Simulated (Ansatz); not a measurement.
A run on C$_{4}$H$_{3}$FS, SMILES `Fc1ccsc1` with other settings.

```yaml
crystal:
  periodic: [false, false, false]
  atoms:
    - {symbol: F, position_ang: [0.990819, 0.484913, 1.974272]}
    - {symbol: C, position_ang: [0.335929, 0.295018, 0.829570]}
    - {symbol: C, position_ang: [0.665363, -0.756746, -0.053454]}
    - {symbol: C, position_ang: [-0.143932, -0.740779, -1.149167]}
    - {symbol: S, position_ang: [-1.274134, 0.533534, -1.088265]}
    - {symbol: C, position_ang: [-0.691352, 1.084622, 0.416633]}
    - {symbol: H, position_ang: [1.455564, -1.471533, 0.127577]}
    - {symbol: H, position_ang: [-0.133638, -1.414619, -1.991682]}
    - {symbol: H, position_ang: [-1.116219, 1.939288, 0.917316]}
basis:
  gaussian: {orbitals: ANO-RCC-VTZP, fitting: {mean_field: cc-pVTZ-jkfit}}
hamiltonian: {xc: {name: HF}}
accuracy: high
```

```sh
$ ansatz run in.yaml --threads 2 --pin off --events-out ev --progress --plain --max-ram 31744MiB --backend cpu
```

Output, abridged:

```
Functional definition: HF
606 factors; integrals over basis functions are off by at most 4.0e-1 eV
mean field evaluation 1: about -17725.4302 eV, gradient 3.4e1 eV
mean field evaluation 2: about -17727.9527 eV, gradient 1.5e1 eV
mean field evaluation 4: about -17728.5407 eV, gradient 1.3e0 eV
mean field evaluation 8: about -17728.5491 eV, gradient 3.0e-8 eV
mean field -17728.54906283 eV, -651.5121612169 hartree, gradient 3.0e-8 eV, S^2 0.000000; 0 other end points of the search recorded, 0 dependent functions left out
reference -17728.54906283 eV, -651.5121612169 hartree; 26, 26 occupied and 200, 200 virtual orbitals, 606 factors
Total energy: -17728.54906283 eV, -651.5121612169 hartree
Relativity: scalar
```

It took 2.6 s on 2 threads of an AMD EPYC 7R13 on a shared host, with 0.46 GiB of host memory at the peak.
